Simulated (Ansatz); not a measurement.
Compare A (`OC(F)C1C=C1`) with its isomer B (`C#CCOCF`).

Program: Ansatz. Geometries: PBE0-D4/def2-TZVP. ΔE: electronic, gas phase. CCSD(T)/CBS is the MP2 limit (def2-TZVPP, def2-QZVPP) plus CCSD(T) − MP2 in def2-TZVPP, frozen cores. DFT in def2-TZVPP. Each species was taken in one conformer, which may not be the lowest.

(1) Which isomer does CCSD(T)/CBS put lower? Give the gap. (Best estimate.)

(2) Give E(B) − E(A) in kcal/mol with CCSD/def2-TZVPP, B2PLYP, PBE-D4, PBE0-D4, MP2/def2-TZVPP, HF/def2-TZVPP, ωB97M-V. (An estimate is asked.)

Largest T1 diagnostic: 0.012.

## Answers

(1) The calculation gave: B, by 4.6 kcal/mol.

(2) The calculation gave: CCSD/def2-TZVPP -5.6, B2PLYP -6.8, PBE-D4 -0.9, PBE0-D4 0.1, MP2/def2-TZVPP -4.4, HF/def2-TZVPP -10.3, ωB97M-V -2.8. None reverses the order clearly.

In def2-TZVPP, CCSD(T) changes the Hartree–Fock value by +5.0 kcal/mol (the triples alone add +0.3 kcal/mol) and MP2 by +5.9 kcal/mol. From PBE to PBE0 (25 % exact exchange), in def2-TZVPP and without D4, E(B) − E(A) moves by +1.0 kcal/mol.
